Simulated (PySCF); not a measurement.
Shifts of the heteroatoms

Molfile (atoms numbered from 1):
```
C2H4F2
     RDKit          3D

  8  7  0  0  0  0  0  0  0  0999 V2000
   -0.7569   -0.1980    0.0173 C   0  0  0  0  0  0  0  0  0  0  0  0
    0.6969    0.1711    0.0548 C   0  0  0  0  0  0  0  0  0  0  0  0
    1.4116   -0.6634   -0.7363 F   0  0  0  0  0  0  0  0  0  0  0  0
    0.8715    1.4288   -0.4164 F   0  0  0  0  0  0  0  0  0  0  0  0
   -1.1146   -0.1529   -1.0212 H   0  0  0  0  0  0  0  0  0  0  0  0
   -0.9011   -1.2165    0.4025 H   0  0  0  0  0  0  0  0  0  0  0  0
   -1.3410    0.5025    0.6293 H   0  0  0  0  0  0  0  0  0  0  0  0
    1.1329    0.1273    1.0696 H   0  0  0  0  0  0  0  0  0  0  0  0
  1  2  1  0
  2  3  1  0
  2  4  1  0
  1  5  1  0
  1  6  1  0
  1  7  1  0
  2  8  1  0
M  END
```

[PySCF: geometry from PBE0-D3(BJ)/def2-SVP; J: B3LYP/pcJ-1; PBE0/pcSseg-1 with gauge-including orbitals; non-relativistic Hamiltonian; no solvent model; rapidly exchanging positions averaged; one computed conformer]

Q: Predict the 19F NMR data.

A: 
| atoms | environment | σ (ppm) | δ (ppm) |
| --- | --- | --- | --- |
| F3/F4 | fluorine of a CF2 group | 303.0 | -109.8 |

Shieldings were converted by a linear fit to measured shifts: 19F (scatter 6.9 ppm rms, 7.7 ppm with the 5 outliers that the fit left out vs CFCl3, solution or neat liquid, with a term for F on sp3 carbon). A few per cent of atoms miss by over 2 rms, more outside the fitted compound classes. Couplings are scaled by factors fitted to measured values: 2J(H,H) × 0.91 (rms 0.6 Hz), 3J(H,H) × 0.91 (rms 0.4 Hz, 0.5 with 2 outliers), 1J(C,F) × 0.77 (rms 7.3 Hz), 2J(C,F) × 1.09 (rms 1.9 Hz, 5.0 with 1 outliers); all others are unscaled and can be 10–30 % off.

Couplings (the largest are listed; each averaged over equivalent pairs): 1J(C2,F3) = -231.5 Hz, 2J(F3,F4) = 250.3 Hz, 2J(F3,H8) = 64.1 Hz, 2J(C1,F3) = 25.7 Hz, 3J(F3,H5) = 20.2 Hz.

On a 400 MHz spectrometer 19F resonates near 376.4 MHz, so 1 ppm is 376.4 Hz.
